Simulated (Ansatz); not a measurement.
Coupled-cluster diagnostics for the cluster AlN2 (the lowest doublet isomer of a short search), Ansatz.

Geometry of the doublet (r2SCAN-D4/def2-TZVP):

Cartesian coordinates in Å:
```
Al -0.065 0.828 1.478
N 0.012 -0.144 -0.242
N 0.053 -0.684 -1.236
```

Correlated methods freeze 7 core orbitals. At PBE0-D4/def2-TZVPD a triplet of charge -1 lies 0.71 eV below the restricted singlet at the same geometry. The structure comes from a short search, and lower isomers may exist.

Geometry of the charge 0 quartet (r2SCAN-D4/def2-TZVP):

```xyz
3

Al    0.887   -1.273    0.255
N    -0.120    0.173   -0.034
N    -0.767    1.099   -0.221
```

Q: Estimate the CCSD(T) correlation energy, the shares of MP2 and (T), T1 and the reference's ⟨S²⟩ for: charge 0, doublet, own geometry in def2-TZVPP; charge 0, doublet, own geometry in def2-TZVPD; charge 0, quartet, own geometry in def2-TZVPP; charge 1, singlet, vertical in def2-TZVPP; charge -1, singlet, vertical in def2-TZVPD; and the rough time on 4 threads of Arm Neoverse V2 on a shared host.

A: 
| state | basis | correlation (eV) | MP2 share (%) | (T) share (%) | T1 | ⟨S²⟩ (pure) | wall time | remarks |
| --- | --- | --- | --- | --- | --- | --- | --- | --- |
| charge 0, doublet, own geometry | def2-TZVPP | -12.489 | 91.0 | 5.0 | 0.035 | 0.84 (0.75) | 2.6 s | spin-contaminated (⟨S²⟩ 0.84) |
| charge 0, doublet, own geometry | def2-TZVPD | -12.525 | 90.9 | 5.0 | 0.035 | 0.84 (0.75) | 3.8 s | spin-contaminated (⟨S²⟩ 0.84) |
| charge 0, quartet, own geometry | def2-TZVPP | -11.789 | 88.5 | 5.3 | 0.050 | 4.00 (3.75) | 2.3 s | large T1 (0.050), spin-contaminated (⟨S²⟩ 4.00) |
| charge 1, singlet, vertical | def2-TZVPP | -12.182 | 93.7 | 4.8 | 0.015 | 0.00 (0.00) | 0.7 s | – |
| charge -1, singlet, vertical | def2-TZVPD | -13.876 | 92.9 | 6.1 | 0.025 | 0.00 (0.00) | 8 s | HOMO above zero, large T1 (0.025), restricted SCF unstable |
Customary marks for T1 are 0.02 (closed shells), 0.045 (open shells) and about 0.05 (3d metals). T1 exceeds 0.02 in 4 of 5 rows and 0.045 in 1; the higher it lies, the less the single-reference result can be trusted.
